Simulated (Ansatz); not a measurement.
Reaction (SMILES): [SiH3][CH2] (CH2-SiH3) → [CH2-][SiH3] (an electron is taken up)
B3LYP-D3(BJ)/def2-TZVP geometries, fixed; electronic energies without zero-point terms; positive where energy is released.
Largest species:
```xyz
7

C     -0.0097     0.1411    -1.2607
Si     0.0046    -0.0671     0.5695
H     -0.9250     0.2758    -1.8259
H      0.8972     0.1766    -1.8533
H     -0.0125     1.2498     1.2616
H     -1.1932    -0.8210     1.0128
H      1.2278    -0.7881     0.9952
```
Charge 0, spin multiplicity 2.

Effect of the final integration grid (spheres per factor e of radius in core and valence, angular degree) at PBE/aug-cc-pV(T+d)Z with Ansatz (a quantum-chemistry and plane-wave program), against the last row, where the adiabatic electron affinity is 1.04 eV. Open shells are unrestricted. The default's grid is 13, 11, 36.

```
setting                     largest shift of a total energy (mEh)  shift of the adiabatic electron affinity (eV)
--------------------------  -------------------------------------  ---------------------------------------------
accuracy: medium (default)                                  0.000                                          0.000
final_grid: 4, 3, 11                                        1.867                                         -0.037
final_grid: 6, 5, 17                                        0.069                                         -0.002
final_grid: 8, 7, 23                                        0.006                                          0.000
final_grid: 10, 9, 29                                       0.000                                          0.000
final_grid: 18, 15, 47                                      0.000                                          0.000
final_grid: 26, 22, 59                                      0.000                                          0.000
```

Within 0.01 eV in the adiabatic electron affinity: accuracy: medium (default); final_grid: 6, 5, 17; final_grid: 8, 7, 23; final_grid: 10, 9, 29; final_grid: 18, 15, 47. The largest shift is 1.867 mEh in a total energy and 0.037 eV in the difference.
